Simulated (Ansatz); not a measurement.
Trigonal Te: PBE at its full settings (plane-wave cutoff 520 eV, 12×12×6 k mesh (along the axes of the cell as run), Fermi–Dirac smearing 0.01 eV, scalar-relativistic PAW data made under PBE) and at cheaper ones, in a cell of 3 atoms with Γ-centred meshes.

```tsv
level and setting	equilibrium lattice constant a (Å)	c axis length (Å)	bulk modulus (GPa)
PBE (Ansatz)	4.518	5.955	17.3
PBE (300 eV cutoff) (Ansatz)	4.516	5.959	18.9
PBE (2×2×2 k mesh) (Ansatz)	5.038	5.575	11.3
PBE (4×4×4 k mesh) (Ansatz)	4.530	5.947	17.1
PBE (6×6×6 k mesh) (Ansatz)	4.520	5.953	17.2
```

Largest shifts from the full settings: lattice constant a +11.5 % (PBE (2×2×2 k mesh)), against a difference of +1.39 % of the full result from the reference 4.456 Å (measured, 293 K, no zero-point or thermal correction; as tabulated in Wikipedia's data pages); lattice parameter c -6.38 % (PBE (2×2×2 k mesh)), against a difference of +0.46 % of the full result from the reference 5.928 Å (measured, 293 K, no zero-point or thermal correction; as tabulated in Wikipedia's data pages); bulk modulus -35 % (PBE (2×2×2 k mesh)), against a difference of -8.9 % of the full result from the reference 19 GPa (measured, temperature not stated, no zero-point or thermal correction; as tabulated in Yi et al. (2018), arXiv:1712.00894).

Caveats: the cell comes from a level without a dispersion term, which matters for the spacing of layers, chains or molecules (PBE, PBE (300 eV cutoff), PBE (2×2×2 k mesh), PBE (4×4×4 k mesh), PBE (6×6×6 k mesh)). Ansatz's density-functional and Hartree–Fock values are scalar-relativistic unless marked +SOC, with PAW data made under PBE.

Run with cheap settings on purpose, which may leave them unconverged: PBE (2×2×2 k mesh), PBE (300 eV cutoff), PBE (4×4×4 k mesh), PBE (6×6×6 k mesh).

Ansatz is a first-principles code.
